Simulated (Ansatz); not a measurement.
C$_{3}$H$_{4}$F$_{2}$O (`C/C(F)=C(/O)F`). The species carries charge 0 and has multiplicity 1. Geometry: relaxed with PBE0-D4/def2-TZVP. It is one conformer, not always the lowest.

```xyz
10

C    -0.736   -0.732    1.059
C    -0.155    0.368    0.263
F    -0.477    1.603    0.689
C     0.650    0.266   -0.785
O     1.259    1.281   -1.401
F     0.972   -0.940   -1.276
H    -1.829   -0.682    1.041
H    -0.416   -0.659    2.102
H    -0.423   -1.697    0.663
H     1.156    1.191   -2.355
```

Question: What is the dipole moment at B3LYP/def2-TZVPP? (Estimate.)

Answer: Computed: 1.56 D, with components (-0.52, -1.05, -1.02) D in this frame, pointing from negative to positive charge.

Question: And with PBE, r2SCAN, ωB97M-V? (Estimate.)

Answer: The calculation gave: PBE 1.49 D, r2SCAN 1.54 D, ωB97M-V 1.57 D.

Question: Give the Mulliken charges with B3LYP, PBE, r2SCAN in def2-TZVPP. (An estimate is asked.)

Answer: The calculation gave: 
```
atom  B3LYP    PBE  r2SCAN
  C1  -0.23  -0.24   -0.11
  C2   0.12   0.08    0.12
  F3  -0.21  -0.17   -0.21
  C4   0.29   0.22    0.29
  O5  -0.27  -0.24   -0.30
  F6  -0.20  -0.16   -0.20
  H7   0.10   0.10    0.06
  H8   0.10   0.10    0.06
  H9   0.10   0.09    0.06
 H10   0.21   0.21    0.23
```

B3LYP here is the variant with VWN-RPA as its local correlation; programs differ in this.
